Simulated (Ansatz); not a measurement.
A run for Ansatz (an electronic-structure program): U-wB97M-V/def2-TZVPPD on HFCH3ts, 2S+1 = 2. Files ending in .json are basis or fitting sets from the Basis Set Exchange.

Ansatz 0.2 input:
```yaml
crystal:
  periodic: [false, false, false]
  atoms:
    - {symbol: H, position_ang: [-0.03976400, 0.00000000, 0.04410600]}
    - {symbol: F, position_ang: [-0.04932100, 0.00000000, 1.28255400]}
    - {symbol: C, position_ang: [-0.06154400, 0.00000000, 2.95115700]}
    - {symbol: H, position_ang: [0.99049700, 0.00000000, 3.19427500]}
    - {symbol: H, position_ang: [-0.59007000, 0.91235500, 3.18348100]}
    - {symbol: H, position_ang: [-0.59007000, -0.91235500, 3.18348100]}
basis:
  gaussian:
    orbitals: def2-TZVPPD.json
hamiltonian:
  xc: {name: wB97M-V}
magnetization: {spin_polarized: true, initial_magnetization: 1}
```

It printed:

```
WARN ansatz: RAYON_NUM_THREADS=2 ignored (pool sized by the plan → 2); use --threads N
Functional definition: wB97M-V
integrals: 0.05 GiB planned
607 factors; their error is unknown
integrals: 0.08 GiB planned
203 factors; integrals over basis functions are off by at most 2.9e-5 eV
mean field: 0.72 GiB planned
mean field evaluation 1: about -3811.8378 eV, gradient 2.5e1 eV
mean field evaluation 2: about -3812.1590 eV, gradient 2.7e1 eV
mean field evaluation 4: about -3814.9453 eV, gradient 2.1e0 eV
mean field evaluation 8: about -3815.0083 eV, gradient 1.2e-1 eV
mean field evaluation 16: about -3814.9969 eV, gradient 2.6e-4 eV
mean field -3814.99694516 eV, -140.1985518368 hartree, gradient 8.2e-5 eV, S^2 0.763213; 0 other end points of the search recorded, 0 dependent functions left out
reference -3814.99698739 eV, -140.1985533888 hartree; 10, 9 occupied and 135, 136 virtual orbitals, 607 factors
Total energy: -3814.99698739 eV, -140.1985533888 hartree
```

The run converged.

Cost: around 8 core-seconds (rough).
